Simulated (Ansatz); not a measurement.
Candidates: SiO2 (P4₁2₁2, No. 92), rock-salt MgO, cubic perovskite BaHfO3, rock-salt CaO, rutile PbO2, rutile SnO2. Level: PBE (Ansatz, a program for electronic structure, PAW).

Ansatz's runs of these crystals have no spin polarisation.

Spin–orbit coupling is left out, also for the solids with elements from indium on (cubic perovskite BaHfO3, rutile PbO2, rutile SnO2); its size isn't shown.

Each level is taken at its own relaxed cell. Ansatz's density-functional and Hartree–Fock values are scalar-relativistic unless marked +SOC, with PAW data made under PBE.

Q: Which of them have a computed bulk modulus between 60 and 130 GPa?

A: rock-salt CaO, rutile PbO2. The values: SiO2 (P4₁2₁2, No. 92) 15.6 GPa; rock-salt MgO 149 GPa; cubic perovskite BaHfO3 155 GPa; rock-salt CaO 105 GPa; rutile PbO2 106 GPa; rutile SnO2 167 GPa.
